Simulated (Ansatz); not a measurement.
**Cubic perovskite KTaO3**

These are LDA (plane waves, PAW; Ansatz, a first-principles code) values and carry that method's errors.

Settings: plane-wave cutoff 520 eV, 6×6×6 k mesh, scalar-relativistic PAW data made under PBE.

Cell: relaxed at this level.

```json
{
  "elastic constant C11": "490 GPa",
  "elastic constant C12": "82.0 GPa",
  "elastic constant C44": "101 GPa",
  "Voigt–Reuss–Hill bulk modulus": "218 GPa",
  "Voigt–Reuss–Hill shear modulus (Hill average)": "134 GPa",
  "young_modulus": "334 GPa",
  "poisson_ratio": "0.244"
}
```

Measured, for comparison: elastic constant C11 431 GPa, elastic constant C12 103 GPa, elastic constant C44 109 GPa (temperature not stated, no zero-point or thermal correction; as tabulated in arXiv:2111.11352). Computed (rounded) less measured: elastic constant C11 +14 %, elastic constant C12 -20 %, elastic constant C44 -7 %.

Elastic constants are with the ions relaxed.

Spin–orbit coupling is not included.

It cost around 40 core-seconds (rough) of CPU time.
